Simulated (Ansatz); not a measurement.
# SnSe (Pnma, No. 62)

Method: PBE+SOC (Ansatz, a program for electronic structure, PAW).

Settings: plane-wave cutoff 520 eV, 4×8×8 k mesh (along the axes of the cell as run), Fermi–Dirac smearing 0.01 eV, PAW data made under PBE.

Cell (measured lattice):

```xyz
8
Lattice="11.3700 0.0000 0.0000 0.0000 4.1860 0.0000 0.0000 0.0000 4.4390" Properties=species:S:1:pos:R:3 pbc="T T T"
Se     9.7270     1.0465     2.1431
Se     7.3280     3.1395     4.3626
Se     4.0420     1.0465     0.0764
Se     1.6430     3.1395     2.2959
Sn     1.3496     1.0465     0.4386
Sn     4.3354     3.1395     2.6581
Sn     7.0346     1.0465     1.7809
Sn    10.0204     3.1395     4.0004
```

For SnSe (Pnma, No. 62), the band gap is 0.53 eV (indirect) and the smallest direct gap on the k points sampled is 0.65 eV. The Γ–Γ gap is 1.24 eV.

Measured, for comparison: band gap 0.91 eV (temperature not stated, no zero-point or thermal correction, compiled measured gap; kind and temperature not stated; as tabulated in Kothakonda et al. (2022), arXiv:2208.02841). Computed (rounded) less measured: band gap -0.38 eV.

Note: cell and atoms aren't relaxed at this level (largest force component 0.21 eV/Å, pressure 2.6 GPa).

The computed numbers hold no vibrational or temperature effects.
